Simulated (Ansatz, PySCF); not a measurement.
Wanted: the gas-phase enthalpy of formation of CC#CC at 298 K. Reaction (SMILES): CC#CC + 2 C (CH4) -> C#C (C2H2) [acetylene] + 2 CC (C2H6) [ethane]; bond separation energy.

Structures are relaxed separately at B3LYP-D3(BJ)/def2-TZVP in Ansatz (a first-principles code). Valence correlation only, unless marked. UHF or UKS for open shells. Spin-orbit coupling is left out. No relativistic terms. CBS(X,Y): correlation extrapolated as X^-3; Hartree-Fock from the larger set. [CCSD(T)-MP2]/basis is that difference in the basis named. Thermal terms are rigid-rotor harmonic-oscillator values from B3LYP-D3(BJ) frequencies (PySCF) at 298.15 K and 1 atm. 1 Eh = 627.5095 kcal/mol. PBE is always shown; the other two functionals were drawn at random. The atomisation route leaves out scalar relativity and anharmonic zero-point terms, the atoms' spin-orbit terms, and in the frozen-core level the core correlation. Atomic data: G2/97 table in ASE.

Tabulated enthalpies of formation of the partners: C#C (C2H2) 54.6 kcal/mol, ATcT 1.112; C (CH4) -17.8 kcal/mol, ATcT 1.112; CC (C2H6) -20.0 kcal/mol, ATcT 1.112.

```csv
level,computed ΔH of the reaction (kcal/mol),ΔHf by atomisation and measured atoms (kcal/mol)
PBE/def2-TZVPD (Ansatz),18.1,14.5
r2SCAN-D4/def2-TZVPD (Ansatz + dftd4),17.8,34.8
PBE0-D4/def2-TZVPD (Ansatz + dftd4),17.8,27.9
"RI-MP2/CBS(cc-pVTZ,cc-pVQZ)+[CCSD(T)-MP2]/cc-pVTZ (Ansatz)",14.4,37.8
```

### Question
Derive ΔHf from the reaction at each level, and compare how far the levels part by the two routes.

### Answer

The partners sum to 50.2 kcal/mol (products minus other reactants), so ΔHf = (50.2 - ΔH):
- PBE/def2-TZVPD: 32.1; errors -2.7 by the reaction, -20.3 by atomisation
- r2SCAN-D4/def2-TZVPD: 32.4; errors -2.4 by the reaction, +0.0 by atomisation
- PBE0-D4/def2-TZVPD: 32.4; errors -2.4 by the reaction, -6.9 by atomisation
- RI-MP2/CBS(cc-pVTZ,cc-pVQZ)+[CCSD(T)-MP2]/cc-pVTZ: 35.8; errors +1.0 by the reaction, +3.0 by atomisation
All levels span 3.7 kcal/mol by the reaction and 23.3 by atomisation; without PBE they span 3.4 and 9.9. The errors are against the measured 34.8 kcal/mol (ATcT 1.112).
